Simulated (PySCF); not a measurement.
**Molecular orbitals of SF⁺**

r²SCAN at R = 1.551 Å; PySCF, spin-free X2C with a Gaussian nucleus, basis sets S jorge-DZP-DKH, F jorge-DZP-DKH. State: ³Σ⁻ (triplet), unpaired electrons π ↑↑. Only the outer orbitals are listed, counted within each symmetry.

```json
{"spin": "α", "orbital": "5σ", "occ.": "1", "ε (eV)": "-42.90", "on S (%)": "13", "main shells (%)": "84 F s"}
{"spin": "α", "orbital": "6σ", "occ.": "1", "ε (eV)": "-29.06", "on S (%)": "77", "main shells (%)": "76 S s, 13 F p, 10 F s"}
{"spin": "α", "orbital": "7σ", "occ.": "1", "ε (eV)": "-22.47", "on S (%)": "43", "main shells (%)": "54 F p, 27 S p, 14 S s"}
{"spin": "α", "orbital": "2π", "occ.": "1", "ε (eV)": "-21.89", "on S (%)": "25", "main shells (%)": "75 F p, 23 S p"}
{"spin": "α", "orbital": "2π", "occ.": "1", "ε (eV)": "-21.89", "on S (%)": "25", "main shells (%)": "75 F p, 23 S p"}
{"spin": "α", "orbital": "3π", "occ.": "1", "ε (eV)": "-16.94", "on S (%)": "78", "main shells (%)": "77 S p, 22 F p"}
{"spin": "α", "orbital": "3π", "occ.": "1", "ε (eV)": "-16.94", "on S (%)": "78", "main shells (%)": "77 S p, 22 F p"}
{"spin": "α", "orbital": "8σ", "occ.": "0", "ε (eV)": "-11.08", "on S (%)": "83", "main shells (%)": "71 S p, 18 F p, 9 S d"}
{"spin": "α", "orbital": "9σ", "occ.": "0", "ε (eV)": "1.52", "on S (%)": "100", "main shells (%)": "94 S s"}
{"spin": "α", "orbital": "4π", "occ.": "0", "ε (eV)": "2.35", "on S (%)": "100", "main shells (%)": "80 S p, 20 S d"}
{"spin": "β", "orbital": "5σ", "occ.": "1", "ε (eV)": "-42.35", "on S (%)": "13", "main shells (%)": "84 F s"}
{"spin": "β", "orbital": "6σ", "occ.": "1", "ε (eV)": "-27.05", "on S (%)": "64", "main shells (%)": "63 S s, 24 F p, 12 F s"}
{"spin": "β", "orbital": "7σ", "occ.": "1", "ε (eV)": "-21.49", "on S (%)": "55", "main shells (%)": "44 F p, 27 S p, 27 S s"}
{"spin": "β", "orbital": "2π", "occ.": "1", "ε (eV)": "-20.77", "on S (%)": "15", "main shells (%)": "85 F p, 12 S p"}
{"spin": "β", "orbital": "2π", "occ.": "1", "ε (eV)": "-20.77", "on S (%)": "15", "main shells (%)": "85 F p, 12 S p"}
{"spin": "β", "orbital": "3π", "occ.": "0", "ε (eV)": "-13.96", "on S (%)": "88", "main shells (%)": "88 S p, 12 F p"}
{"spin": "β", "orbital": "3π", "occ.": "0", "ε (eV)": "-13.96", "on S (%)": "88", "main shells (%)": "88 S p, 12 F p"}
{"spin": "β", "orbital": "8σ", "occ.": "0", "ε (eV)": "-9.91", "on S (%)": "84", "main shells (%)": "70 S p, 17 F p, 9 S d"}
```

**Question.** Which are the highest filled and the lowest empty level, where do they sit, and how wide is the gap?

**Answer.** Highest filled α 3π at -16.94 eV (in %: 77 S p, 22 F p); lowest empty β 3π at -13.96 eV (in %: 88 S p, 12 F p); the gap at r²SCAN is 2.98 eV. Both belong to one degenerate shell, split only by its one-sided filling, so this is no excitation gap.

| Quantity | Value |
| --- | --- |
| bond order (Mayer) | 1.39 |
| ⟨S²⟩ | 2.006 |
| charge on S (Mulliken, basis-dependent) | 1.01 |
| charge on S (Löwdin, basis-dependent) | 0.97 |
| dipole moment (positive dipole points towards F; it is taken about the centre of mass and depends on that origin) | -2.49 D |

The state was picked by a PBE0 search and need not be the measured ground state.
